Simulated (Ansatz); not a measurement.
Two shapes of singlet H2O.

Shape 1:

```xyz
3

O     0.0000    0.0000    0.0000
H     0.6522    0.5050    0.0000
H    -0.7575    0.5865    0.0000
```

Shape 2:

```xyz
3

O     0.0000    0.0000    0.0000
H     0.8340    0.6457    0.0000
H    -0.7575    0.5865    0.0000
```

Basis set: cc-pVTZ (spherical functions). Correlated methods keep 1 orbital frozen. Charge 0, multiplicity 1.

Computed with Ansatz (development build ahead of 0.2.0); the reference of a correlated method needn't be the lowest determinant of its kind.

Question: Which shape is lower in energy, and by how much in each method?

Answer:

| method | E(2) − E(1) (eV) |
| --- | --- |
| RHF-CCSD(T) | -0.465 |
| UHF-CCSD(T) | -0.465 |
| RHF-BCCD(T) | -0.465 |
| UHF-BCCD(T) | -0.465 |

Shape 2 is lower. Caution: the reference determinant was not shown to be the lowest.
